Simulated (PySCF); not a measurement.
Species: 2(5H)-furanone, C4H4O2.
Atom-mapped SMILES: `[O:1]=[C:2]1[CH:3]=[CH:4][CH2:5][O:6]1` (hydrogens: H7 on C3; H8 on C4; H9, H10 on C5)

Cartesian coordinates in Å at the PBE0-D3(BJ)/def2-SVP level; atoms count from 1:
```
atom  x, y, z in Å
O1     2.4106   -0.6568    0.6046
C2     1.2842   -0.3777    0.3226
C3     0.6579    0.9485    0.0987
C4    -0.6317    0.7611   -0.1913
C5    -0.9148   -0.7051   -0.1744
O6     0.3098   -1.3181    0.1480
H7     1.2156    1.8800    0.1773
H8    -1.3852    1.5192   -0.4113
H9    -1.2703   -1.0745   -1.1528
H10   -1.6762   -0.9766    0.5786
```

Method used: PBE0-D3(BJ)/def2-SVP geometry optimisation, gas phase (PySCF).

Masses are those of the commonest isotopes; rigid-rotor values at the optimised geometry. 

What are A, B and C (cm⁻¹)?

Ia = 60.80, Ib = 129.30, Ic = 186.90 u·Å²; 505379 MHz·u·Å²/I gives 8313, 3909 and 2704 MHz, that is A = 0.27729, B = 0.13037, C = 0.09020 cm⁻¹.

What kind of rotor is it?

An asymmetric top: κ = (2 × 3909 − 8313 − 2704)/(8313 − 2704) = -0.57.

Is it planar, by Δ = Ic − Ia − Ib?

Not planar: Δ = Ic − Ia − Ib = -3.20 u·Å². For a rigid frame Δ = −2 Σ m c², so Σ m c² = 1.60 u·Å² lies off the ab plane, practically all of it from hydrogen. The atom farthest from that plane is 0.89 Å away.

Which types of transition are allowed, and where do some lines up to J = 5 fall?

The dipole components are |μa| = 4.68 D, |μb| = 1.27 D, |μc| = 0.00 D; the mirror of this Cs structure is the ab plane, so μc vanishes by symmetry and there are no c-type lines. The squared components, which scale the intensities, stand as 1.00 : 0.07 (a : b). Some lines, for components of 0.1 D or more:

| type | branch | J(Ka,Kc) | MHz | lower level (cm⁻¹) |
| --- | --- | --- | --- | --- |
| b | Q | 2(1,1) ← 2(0,2) | 7028 | 0.655 |
| b | R | 3(1,2) ← 2(2,1) | 8283 | 1.330 |
| b | R | 2(0,2) ← 1(1,1) | 8606 | 0.367 |
| b | R | 1(1,1) ← 0(0,0) | 11017 | 0.000 |
| b | Q | 4(1,3) ← 4(0,4) | 13238 | 2.110 |
| b | R | 3(0,3) ← 2(1,2) | 15604 | 0.768 |
| a | Q | 5(1,4) ← 5(1,5) | 17421 | 3.134 |
| b | Q | 5(3,2) ← 5(2,3) | 21390 | 4.153 |
| a | R | 4(0,4) ← 3(0,3) | 24616 | 1.289 |
| a | R | 5(1,5) ← 4(1,4) | 29328 | 2.155 |
| a | R | 5(2,4) ← 4(2,3) | 32586 | 2.868 |
| b | Q | 5(4,1) ← 5(3,2) | 34055 | 4.867 |
| b | R | 4(2,3) ← 3(1,2) | 37836 | 1.606 |
| b | R | 3(3,0) ← 2(2,1) | 45019 | 1.330 |
| b | R | 5(4,2) ← 4(3,1) | 68095 | 3.731 |

Estimate the classical rotational partition function at 25 K, 200 K and 500 K.

Point group Cs, symmetry number σ = 1; q = (√π/σ)·√((kT/h)³/(ABC)), k/h = 20836.6 MHz/K: 2250 at 25 K, 50900 at 200 K, 201000 at 500 K.

No frequency check. These are rigid-rotor constants of the computed structure; measured ground-state constants (B0) also hold zero-point vibration.

The run took 14 s of wall time on x86-64 server, one thread, no GPU, shared host. These figures are those of the optimisation.
